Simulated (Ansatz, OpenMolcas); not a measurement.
**BCl (SMILES [B]Cl): the vertical ionisation energy, rung by rung**

BCl has 2 atoms, charge 0, and is taken as a singlet. As SMILES, `[B]Cl`. The shape is that of a GFN2-xTB optimisation.

```xyz
2

B     0.0000    0.0000    0.0000
Cl    0.0000    0.0000    1.5785
```

Quantity: the vertical ionisation energy (to the doublet cation), in eV. The values are calculated.

| level | kind | program | value (eV) |
| --- | --- | --- | --- |
| HF/STO-3G | Hartree–Fock | Ansatz | 6.80 |
| PBE/STO-3G | GGA | Ansatz | 7.73 |
| M06-2X/STO-3G | hybrid meta-GGA | OpenMolcas | 7.96 |
| CAM-B3LYP/STO-3G | range-separated hybrid | Ansatz | ? |
| HSE06/STO-3G | range-separated hybrid | Ansatz | ? |
| wB97M-V/STO-3G | range-separated hybrid | Ansatz | 8.03 |
| CCSD(T)/STO-3G | coupled cluster or CI | Ansatz | 6.96 |
| CCSDTQ/STO-3G | coupled cluster or CI | Ansatz | 6.96 |
| FCI/STO-3G | exact in the basis | Ansatz | 6.96 |

Estimate the missing values from the other rows.

As computed at these levels: CAM-B3LYP/STO-3G: 7.97 eV; HSE06/STO-3G: 7.83 eV. The values span 6.80 to 8.03 eV. All rows use very small basis sets, so even the best lies far from the true value.
